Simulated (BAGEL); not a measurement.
# FCI/STO-3G (density fitting with qzvpp-jkfit) run of [AlH3]− (SMILES [AlH3-])

Aim: the vertical ionisation energy of [AlH3]− at FCI/STO-3G (density fitting with qzvpp-jkfit), from 2 runs. 

Program for the calculation: BAGEL 1.2.2.

3 further runs of the same task are left out: 3 that didn't finish. Runs told in other sessions of the task aren't counted.

### 1 Starting point

[AlH3]−: 4 atoms, total charge -1, spin state doublet. As SMILES, `[AlH3-]`. Geometry: a GFN2-xTB relaxation, a rough one for these elements and not checked as a minimum.

Bond lengths: Al1–H2 1.684 Å, Al1–H3 1.685 Å, Al1–H4 1.685 Å. Angles: H2–Al1–H3 101.1°, H2–Al1–H4 101.1°, H3–Al1–H4 101.1°.

### 2 The energy at FCI/STO-3G (density fitting with qzvpp-jkfit)

Input file fci.json:

```json
{ "bagel" : [

{
  "title" : "molecule",
  "basis" : "sto-3g",
  "df_basis" : "qzvpp-jkfit",
  "angstrom" : true,
  "geometry" : [
    { "atom" : "Al", "xyz" : [   -0.161060,    0.455350,   -0.307260 ] },
    { "atom" : "H", "xyz" : [    0.471920,    0.754070,    1.224440 ] },
    { "atom" : "H", "xyz" : [   -1.350110,   -0.683860,    0.050500 ] },
    { "atom" : "H", "xyz" : [    1.039250,   -0.525560,   -0.967690 ] }
  ]
},
{ "title" : "hf" },
{ "title" : "fci", "nstate" : 1, "charge" : -1, "ncore" : 5, "nspin" : 1 }

]}
```

Run with:

```
$ BAGEL_NUM_THREADS=1 BAGEL fci.json > fci.out
```

The program printed:

```text
* using 1 threads per process

  ===============================================================
  ===============================================================

  *** Geometry ***

  { "atom" : "Al", "xyz" : [     -0.304359,      0.860487,     -0.580637 ] },
  { "atom" : "H", "xyz" : [      0.891800,      1.424986,      2.313856 ] },
  { "atom" : "H", "xyz" : [     -2.551338,     -1.292308,      0.095431 ] },
  { "atom" : "H", "xyz" : [      1.963898,     -0.993164,     -1.828669 ] },

  Number of auxiliary basis functions:      182

  Since a DF basis is specified, we compute 2- and 3-index integrals:
    o Being stored without compression. Storage requirement is 0.000 GB

  Number of basis functions:       12
  Number of electrons      :       16

    * METHOD: MOLECULE                             0.02

  *** RHF ***

  === Nuclear Repulsion ===
    12.8604091249

      * DIIS with orbital gradients will be used.

  === RHF iteration (sto-3g) ===
      0       -240.56578392          0.02447826           0.00
      1       -240.60401653          0.00505294           0.00
      2       -240.60557389          0.00149980           0.00
      3       -240.60578242          0.00019575           0.00
      4       -240.60578500          0.00001846           0.00
      5       -240.60578502          0.00000084           0.00
      6       -240.60578502          0.00000003           0.00
      7       -240.60578502          0.00000001           0.00
    * SCF iteration converged.

    * Permanent dipole moment:
           (    0.452998,    -1.280666,     0.864195) a.u.

    * METHOD: HF                                   0.02

  ---------------------------
        FCI calculation
  ---------------------------

  Performs exactly the same way as Knowles & Handy 1984 CPL

  o alpha-beta strings
      length:            70
  o size of the space
      determinant space:  1225
      spin-adapted space: 784

  o single displacement lists (alpha)
      length:           560
  o single displacement lists (beta)
      length:           525

     guess   0:   closed 111....              open ...1...

  === FCI iteration ===

      0  0      -240.42694170     8.36e-03      0.00
      1  0      -240.48981365     3.16e-03      0.00
      2  0      -240.49688733     9.05e-04      0.00
      3  0      -240.49744323     2.92e-04      0.00
      4  0      -240.49750663     9.35e-05      0.00
      5  0      -240.49751214     2.64e-05      0.00
      6  0      -240.49751263     6.94e-06      0.00
      7  0      -240.49751266     1.83e-06      0.00
      8  0      -240.49751266     5.09e-07      0.00
      9  0      -240.49751266     1.43e-07      0.00
     10  0      -240.49751266     3.49e-08      0.00
     11  0      -240.49751266     1.04e-08      0.00
     12  0      -240.49751266     3.05e-09      0.00
     13  0      -240.49751266     7.65e-10      0.00
     14  0      -240.49751266     2.22e-10      0.00
     15  0 *    -240.49751266     6.54e-11      0.00

     * ci vector, state   0, <S^2> = 0.7500
       222a...    -0.9681776869
       a222...    -0.1105885199
       22aab..    -0.0553325980
       2a2a.b.    -0.0553283059
       22.a2..    -0.0549397284
       2.2a.2.    -0.0547458767

    * METHOD: FCI                                  0.00

  ===============================================================
```

It took 0.34 s on 1 thread of Intel Xeon 6975P-C (Granite Rapids), shared host; peak memory 0.14 GiB.

### 3 Singlet neutral AlH3, same level

Input file job.json:

```json
{ "bagel": [

{
  "title": "molecule",
  "basis": "sto-3g",
  "df_basis": "qzvpp-jkfit",
  "angstrom": true,
  "geometry": [
    { "atom": "Al", "xyz": [   -0.161060,    0.455350,   -0.307260 ] },
    { "atom": "H", "xyz": [    0.471920,    0.754070,    1.224440 ] },
    { "atom": "H", "xyz": [   -1.350110,   -0.683860,    0.050500 ] },
    { "atom": "H", "xyz": [    1.039250,   -0.525560,   -0.967690 ] }
  ]
},
{
  "title": "hf",
  "charge": 0
},
{
  "title": "fci",
  "nstate": 1,
  "charge": 0,
  "ncore": 5
}

]}
```

Run with:

```
$ BAGEL_NUM_THREADS=1 BAGEL job.json > job.out
```

The program printed:

```text
* using 1 threads per process

  ===============================================================
  ===============================================================

  *** Geometry ***

  { "atom" : "Al", "xyz" : [     -0.304359,      0.860487,     -0.580637 ] },
  { "atom" : "H", "xyz" : [      0.891800,      1.424986,      2.313856 ] },
  { "atom" : "H", "xyz" : [     -2.551338,     -1.292308,      0.095431 ] },
  { "atom" : "H", "xyz" : [      1.963898,     -0.993164,     -1.828669 ] },

  Number of auxiliary basis functions:      182

  Since a DF basis is specified, we compute 2- and 3-index integrals:
    o Being stored without compression. Storage requirement is 0.000 GB

  Number of basis functions:       12
  Number of electrons      :       16

    * METHOD: MOLECULE                             0.02

  *** RHF ***

  === Nuclear Repulsion ===
    12.8604091249

      * DIIS with orbital gradients will be used.

  === RHF iteration (sto-3g) ===
      0       -240.56578392          0.02447826           0.00
      1       -240.60401653          0.00505294           0.00
      2       -240.60557389          0.00149980           0.00
      3       -240.60578242          0.00019575           0.00
      4       -240.60578500          0.00001846           0.00
      5       -240.60578502          0.00000084           0.00
      6       -240.60578502          0.00000003           0.00
      7       -240.60578502          0.00000001           0.00
    * SCF iteration converged.

    * Permanent dipole moment:
           (    0.452998,    -1.280666,     0.864195) a.u.

    * METHOD: HF                                   0.03

  ---------------------------
        FCI calculation
  ---------------------------

  Performs exactly the same way as Knowles & Handy 1984 CPL

  o alpha-beta strings
      length:            70
  o size of the space
      determinant space:  1225
      spin-adapted space: 490

  o single displacement lists (alpha)
      length:           525
  o single displacement lists (beta)
      length:           525

     guess   0:   closed 111....              open .......

  === FCI iteration ===

      0  0      -240.60578502     7.81e-03      0.00
      1  0      -240.67193973     2.76e-03      0.00
      2  0      -240.67740299     1.01e-03      0.00
      3  0      -240.67806945     2.50e-04      0.00
      4  0      -240.67811173     7.75e-05      0.00
      5  0      -240.67811572     2.12e-05      0.00
      6  0      -240.67811606     6.75e-06      0.00
      7  0      -240.67811609     1.86e-06      0.00
      8  0      -240.67811609     4.95e-07      0.00
      9  0      -240.67811609     1.20e-07      0.00
     10  0      -240.67811609     3.71e-08      0.00
     11  0      -240.67811609     1.43e-08      0.00
     12  0      -240.67811609     6.84e-09      0.00
     13  0      -240.67811609     2.48e-09      0.00
     14  0      -240.67811609     8.56e-10      0.00
     15  0      -240.67811609     4.22e-10      0.00
     16  0      -240.67811609     1.36e-10      0.00
     17  0 *    -240.67811609     4.16e-11      0.00

     * ci vector, state   0, <S^2> = -0.0000
       222....    -0.9619605768
       22..2..     0.0690698265
       2.2..2.     0.0688378501
       .222...     0.0610179322
       22.2...     0.0551264386
       2.22...     0.0550368639

    * METHOD: FCI                                  0.01

  ===============================================================
```

Run time: 0.38 s. Hardware: 1 thread of Intel Xeon 6975P-C (Granite Rapids), shared host; peak memory 0.14 GiB.

### 4 Outcome

Level: FCI/STO-3G (density fitting with qzvpp-jkfit), 5 core orbitals frozen.

| quantity | value |
| --- | --- |
| doublet [AlH3]−: total energy | -240.49751 Eh |
| singlet neutral AlH3: total energy | -240.67812 Eh |
| vertical detachment energy (to the singlet neutral) | -4.914 eV |

The species is unbound against losing an electron at this level, by 4.91 eV (−474 kJ/mol); missing correlation or diffuse functions can give that sign where the real anion is bound. Only the singlet of the ionised species was computed; a triplet could lie lower. In a minimal basis such a difference can be off by several eV, whatever the method.
